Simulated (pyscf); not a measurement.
•H₂Si–O–SiH₃ (SMILES [SiH2]O[SiH3]) + F–C(F)(F)–F (SMILES FC(F)(F)F) → F–SiH₂–O–SiH₃ (SMILES F[SiH2]O[SiH3]) + F–C•(F)–F (SMILES F[C](F)F) (atom transfer; doublet surface; C–F broken, F–Si formed). Single points on ωB97X-D3(BJ)/def2-SVP structures (PySCF, gas phase). Rate constants from transition-state theory, ωB97M-D3(BJ)/def2-TZVP energies (ideal gas, 1 atm, RRHO with modes under 100 cm⁻¹ raised to 100, one conformer, R ln 2 for chiral ones without a mode under 150 cm⁻¹; no tunnelling), k in cm³ molecule⁻¹ s⁻¹.

| T (K) | 1000/T | log10 k |
|---|---|---|
| 298 | 3.354 | -38.60 |
| 600 | 1.667 | ? |
| 900 | 1.111 | -21.05 |
| 1200 | 0.833 | -18.66 |

**Question.** Fit an Arrhenius line to the three values, give the activation energy, and predict k at 600 K.

**Answer.** Least squares gives log10 k = -12.19 − 7.88 × 1000/T, so Ea = 7.88 × ln 10 × 1.987 = 36.1 kcal/mol, against an electronic barrier of 33.6. At 600 K the line gives -25.32; the computed value is -25.60 (ΔG‡ = 53.8 kcal/mol), a factor 1.9 under the line, since the plot is curved. This is the saddle that the search found; another between the same sides may lie lower. The angle at the transferred F is 165°.
